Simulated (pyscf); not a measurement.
Optimised with ωB97X-D3(BJ)/def2-SVP in PySCF. Correlated levels are frozen-core, on RHF or UHF. ΔMP2 is the change of the MP2 total energy from the triple- to the quadruple-zeta basis.

Q: How much does it cost (ΔH, 298 K, CCSD(T)/def2-TZVPP + ΔMP2(QZVPP)) to split H₃C–SiH₂–SiH₃ (SMILES C[SiH2][SiH3]) at its C–Si bond into CH₃• + •H₂Si–SiH₃?

A: C–Si to CH₃• + •H₂Si–SiH₃: 3.67 eV. Other isomers of •H₂Si–SiH₃ were not searched in full and may lie lower. The CCSD(T) − MP2 part came from Ansatz, without density fitting, on the same reference.
